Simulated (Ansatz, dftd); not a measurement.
Reaction: N2 (molecular nitrogen, SMILES N#N) → N2+ (parent SMILES N#N, doublet) + e-
Each species at its own B3LYP-D3(BJ)/def2-TZVP minimum (Ansatz, an electronic-structure program).

Wanted: adiabatic ionisation energy (electronic), in eV. Radicals and triplets start from unrestricted determinants; spin-orbit coupling is neglected. Correlated methods leave the cores frozen. No relativity. CBS(X,Y): correlation extrapolated as X^-3, Hartree-Fock from the larger set (Q,5: extrapolated as (X+1)exp(-9√X)). A bracket is a step between two methods taken in the basis named. The determinant of N2+ (parent SMILES N#N, doublet) is a saddle point of the SCF energy; a lower one exists, which strains HF and MP2.

Compared with CCSD(T)/CBS(cc-pVQZ,cc-pV5Z) + [CCSDT(Q) - CCSD(T)]/cc-pVQZ + [CCSDTQ - CCSDT(Q)]/cc-pVDZ (Ansatz): 15.58 eV.

Costs are rough ratios of core time, to one figure, on one kind of shared machine, summed over the single points of the molecules; atoms, geometries and frequencies are left out. The first row took roughly 3 core seconds; short runs hold start-up time.

```tsv
level	program	cost relative to the first row
r2SCAN-D3(BJ)/def2-TZVPD	Ansatz + dftd3	1
CAM-B3LYP-D4/def2-TZVPD	Ansatz + dftd4	1
CCSD(T)/cc-pVDZ	Ansatz	6
CCSDTQ/cc-pVDZ	Ansatz	200
CCSDT(Q)/cc-pVQZ	Ansatz	900
CCSD(T)/CBS(cc-pVQZ,cc-pV5Z) + [CCSDT(Q) - CCSD(T)]/cc-pVQZ	Ansatz	1000
```

Which is the cheapest listed level within 1 kcal/mol (0.04 eV) of that value?

r2SCAN-D3(BJ)/def2-TZVPD.
```csv
level,difference (eV)
r2SCAN-D3(BJ)/def2-TZVPD,-0.01
CAM-B3LYP-D4/def2-TZVPD,0.44
CCSD(T)/cc-pVDZ,-0.53
CCSDTQ/cc-pVDZ,-0.57
CCSDT(Q)/cc-pVQZ,-0.10
"CCSD(T)/CBS(cc-pVQZ,cc-pV5Z) + [CCSDT(Q) - CCSD(T)]/cc-pVQZ",-0.01
```
